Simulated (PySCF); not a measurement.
**Oxygen: a sound run and one with changed settings**

Sound run: O [He] 2s2 2p4, O⁺ [He] 2s2 2p3. Calculation: PySCF 2.14, in 6-31G* (3s2p1d, 14 functions); the non-relativistic Hamiltonian (point nucleus). The sound run starts from symmetry-adapted Hartree-Fock orbitals and uses a fine grid where one is needed.

A second run was set up differently.

```json
{"species": "O", "method": "UHF", "sound run (hartree)": "-74.78318", "changed run (hartree)": "-74.78318", "converged": "yes"}
{"species": "O", "method": "r2SCAN", "sound run (hartree)": "-75.02240", "changed run (hartree)": "-75.05362", "converged": "yes"}
{"species": "O", "method": "PBE0", "sound run (hartree)": "-74.98386", "changed run (hartree)": "-75.00831", "converged": "yes"}
{"species": "O⁺", "method": "UHF", "sound run (hartree)": "-74.34108", "changed run (hartree)": "-74.34108", "converged": "yes"}
{"species": "O⁺", "method": "r2SCAN", "sound run (hartree)": "-74.52150", "changed run (hartree)": "-74.45845", "converged": "yes"}
{"species": "O⁺", "method": "PBE0", "sound run (hartree)": "-74.47896", "changed run (hartree)": "-74.44829", "converged": "yes"}
```

Ionisation energy of O:

| method | sound run (eV) | changed run (eV) |
| --- | --- | --- |
| UHF | 12.030 | 12.030 |
| r2SCAN | 13.630 | 16.195 |
| PBE0 | 13.739 | 15.239 |

(1) What was changed?
A. all electrons correlated in a valence basis
B. basis contracted for another Hamiltonian
C. radial grid too coarse
D. a valence shell is frozen

Results:

(1) C. It used radial step 1.2 in ln r (0.13 in the sound run). A coarse radial grid mis-integrates the density and the exchange-correlation energy, with errors of either sign; Hartree-Fock needs no grid.
